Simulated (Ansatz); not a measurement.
```yaml
crystal:
  periodic: [false, false, false]
  atoms:
    - {symbol: O, position_ang: [-1.152270, -0.174161, -0.001973]}
    - {symbol: O, position_ang: [-0.000468, 0.345205, 0.002891]}
    - {symbol: O, position_ang: [1.152738, -0.171044, -0.000918]}
basis:
  gaussian: {orbitals: def2-TZVP}
magnetization: {spin_polarized: true, initial_magnetization: 2}
hamiltonian: {xc: pbe0}
relax: {f_tol: 0.004, max_steps: 80}
```

```sh
$ ansatz run in.yaml --threads 1 --pin off --events-out ev --progress --plain --max-ram 2176MiB
```

Steps of the relaxation (energy above the last step; positions in Å, forces in eV/Å):

```
3
step 1, 8.8 meV
O    -1.152   -0.174   -0.002   -0.466   -0.353   -0.003
O     0.000    0.345    0.003   -0.001    0.704    0.006
O     1.153   -0.171   -0.001    0.467   -0.351   -0.003
```

```
3
step 2, 2.3 meV
O    -1.155   -0.177   -0.002   -0.181   -0.183   -0.002
O     0.000    0.351    0.003    0.000    0.366    0.003
O     1.156   -0.174   -0.001    0.181   -0.183   -0.001
```

```
3
step 3, 0.0 meV
O    -1.156   -0.181   -0.002    0.018   -0.008    0.000
O     0.000    0.358    0.003    0.000    0.017    0.000
O     1.157   -0.178   -0.001   -0.018   -0.009    0.000
```

```
3
step 4, 0.0 meV
O    -1.155   -0.181   -0.002    0.004    0.000    0.000
O     0.000    0.359    0.003    0.000    0.000    0.000
O     1.156   -0.178   -0.001   -0.004    0.000    0.000
```

```
3
step 5, 0.0 meV
O    -1.155   -0.181   -0.002    0.000    0.000    0.000
O     0.000    0.359    0.003    0.000    0.000    0.000
O     1.156   -0.178   -0.001    0.000    0.000    0.000
```

Close pairs at the end: O2–O3 1.275 Å, O1–O2 1.275 Å.

A stationary point of unrestricted PBE0 after 5 steps, with ⟨S²⟩ = 2.015 against 2.00 for a pure state; no frequencies were run, so it isn't proven a minimum. 25 s on 1 thread of Arm Neoverse V1, shared host.
